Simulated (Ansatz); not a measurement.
Gas-phase reaction in SMILES: [CH] (CH) → [CH] (CH) as singlet, charge +1 + e-

Wanted: adiabatic ionisation energy (0 K, with zero-point energies), in eV. Conventions: non-relativistic; no spin-orbit coupling; open shells spin-unrestricted. First-principles rows: single points at B3LYP-D3(BJ) geometries (Ansatz, a first-principles code), with unscaled harmonic terms from B3LYP/6-31G* at its own minima. A UHF reference is markedly spin-contaminated in at least one set, which strains HF and MP2. The Hartree-Fock reference of [CH] (CH) as singlet, charge +1 is unstable towards a lower, spin-broken solution.

```csv
species,coefficient,"E at HF/3-21G (Ansatz), Eh","E at wB97X-V/def2-TZVPD (Ansatz), Eh","zero-point energy, kcal/mol"
[CH] (CH),-1,-38.05473,-38.48047,4.01
"[CH] (CH) as singlet, charge +1",+1,-37.67864,-38.08423,4.11
```

Measured values: CCCBDB table in ASE; they hold spin-orbit and core effects.  Value to compare with, the measured value: 10.64 eV. 1 Eh = 27.2114 eV and 1 eV = 23.0605 kcal/mol.

**Question.** Compute it at each level from the table, and compare with the measured value.

**Answer.** 
- HF/3-21G: the sum of coefficient times E is 0.37609 Eh, or 10.234 eV; the thermal terms add 0.004. Result: 10.24 eV. Its error against the measured value is -0.40 eV.
- wB97X-V/def2-TZVPD: the sum of coefficient times E is 0.39624 Eh, or 10.782 eV; the thermal terms add 0.004. Result: 10.79 eV. Its error against the measured value is 0.15 eV.
